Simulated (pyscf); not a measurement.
Single points on ωB97X-D3(BJ)/def2-SVP structures (PySCF, gas phase). Correlated levels are frozen-core, on RHF or UHF. ΔMP2 is the change of the MP2 total energy from the triple- to the quadruple-zeta basis.

**Question.** Cl–Ga(Cl)–SeH → Cl–Ga=Se + hydrogen chloride (HCl)
Surface: singlet. Broken: H–Se, Cl–Ga. Formed: Cl–H. Give ΔE‡ and ΔE from CCSD(T)/def2-TZVPP + ΔMP2(QZVPP), relative to the reactant's lowest minimum found.

**Answer.** ΔE‡ = 1.76 eV, ΔE = +1.83 eV. Zero-point energy shifts the barrier by -0.06 eV. It is an elimination, with an imaginary mode of 325i cm⁻¹. On the product side the descent ends in a complex, 0.32 eV under the separated species and 0.14 eV under the saddle at ωB97X-D3(BJ)/def2-TZVP. At CCSD(T) the saddle lies under the separated products, which points to a path from their complex (located at ωB97X-D3(BJ) alone), and parting the products costs more than the saddle. At ωB97X-D3(BJ) the barrier from the zero used here is 1.86 eV. This is the saddle that the search found; another between the same sides may lie lower. The CCSD(T) − MP2 part came from Ansatz, without density fitting, on the same reference. The frozen core leaves the outer d or s,p core shells of the metals and heavy elements correlated in the MP2 and CC values, and def2-TZVPP describes them poorly, which can shift differences by a few kcal/mol. Elements up to Kr have no core potential and no relativistic terms here.
